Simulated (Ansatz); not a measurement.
Relaxation of AlH3O2 (6 atoms, charge 0, multiplicity 1), to a largest force component of 0.02 eV/Å in at most 50 steps.

Theory: Ansatz 0.2.0, UKS PBE-D4/def2-SVP.

```xyz
6
Properties=species:S:1:pos:R:3
O -1.236 -0.878 -0.694
Al 0.163 0.202 -0.278
O 0.757 0.244 1.435
H -0.817 1.365 -0.513
H 0.890 1.067 -1.423
H 1.456 -0.473 1.486
```

**Question.** Where does it end, and by what steps?

**Answer.** It converged. After 13 steps the energy has fallen by 5.477 eV; H4 moved furthest, 1.47 Å. Parted: Al2–H4 (1.54 → 2.39 Å). Joined: O1–H4 (2.29 → 0.97 Å).

| step | energy less start (eV) | largest force component (eV/Å) | accepted |
| --- | --- | --- | --- |
| 0 | 0.0000 | 2.215 | yes |
| 1 | -0.3974 | 1.332 | yes |
| 2 | -0.8113 | 1.829 | yes |
| 3 | -1.8419 | 3.360 | yes |
| 4 | -3.5424 | 4.732 | yes |
| 5 | -4.4705 | 4.828 | yes |
| 6 | -4.9683 | 1.310 | yes |
| 7 | -5.1280 | 2.080 | yes |
| 8 | -5.3997 | 0.465 | yes |
| 9 | -5.4724 | 0.123 | yes |
| 10 | -5.4737 | 0.297 | yes |
| 11 | -5.4735 | 0.269 | no |
| 12 | -5.4762 | 0.036 | yes |
| 13 | -5.4768 | 0.015 | yes |

```xyz
6
Properties=species:S:1:pos:R:3
O -1.182 0.078 -0.314
Al 0.488 0.477 -0.231
O 1.397 -0.098 1.102
H -1.755 0.361 -1.044
H 1.256 1.351 -1.307
H 1.010 -0.641 1.807
```

The run took 45 s on 1 thread of Arm Neoverse V1 (shared host), peak memory 0.14 GiB.
